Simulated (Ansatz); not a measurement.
This geometry of AlH₇SSi (10 atoms, charge 0, multiplicity 1) is a first-order saddle point.

Theory: Ansatz 0.2.0, RKS revPBE-D4/def2-SVP.

```xyz
10
Properties=species:S:1:pos:R:3
Al -0.530 -1.214 -0.091
Si 1.236 0.674 -0.400
H -0.867 -1.724 -1.564
H -0.101 -2.044 1.204
H -0.676 0.641 0.073
S -2.263 0.402 0.484
H 1.047 1.660 -1.524
H 1.694 1.420 0.827
H 2.353 -0.268 -0.804
H -1.894 0.452 1.796
```

Q: Which two structures does it join? (They come from a converged band through this point; their orientation in space is the band's.)

A: Bonds broken: Al1–Si2, H5–S6. Bonds formed: Si2–H5. AlH7SSi becomes AlH3S + H4Si.

Image 0:

```xyz
10
Properties=species:S:1:pos:R:3
Al -0.209 -1.381 -0.131
Si 1.423 0.460 -0.359
H -0.952 -1.921 -1.452
H -0.186 -2.280 1.203
H -1.888 1.192 -0.292
S -2.105 0.219 0.639
H 0.891 1.516 -1.313
H 1.592 1.189 0.962
H 2.814 0.117 -0.838
H -1.379 0.888 1.582
```

Image 8:

```xyz
10
Properties=species:S:1:pos:R:3
Al -0.955 -1.130 0.130
Si 1.443 0.902 -0.571
H -0.937 -1.738 -1.345
H 0.198 -1.391 1.212
H -0.064 0.678 -0.464
S -2.877 -0.236 0.795
H 1.629 1.998 -1.579
H 1.936 1.307 0.784
H 2.072 -0.377 -1.032
H -2.446 -0.013 2.069
```

Q: How far does it lie above each of them?

A: 12.2 kcal/mol above the first and 25.0 kcal/mol above the second. This is the barrier of this one path; another mechanism may lie lower. The orbitals stay closed-shell, which can raise the energy where a bond breaks towards radicals; this wasn't checked here.

The run took 2.1 min on 2 threads of Arm Neoverse V1, on a shared host, peak memory 0.13 GiB.
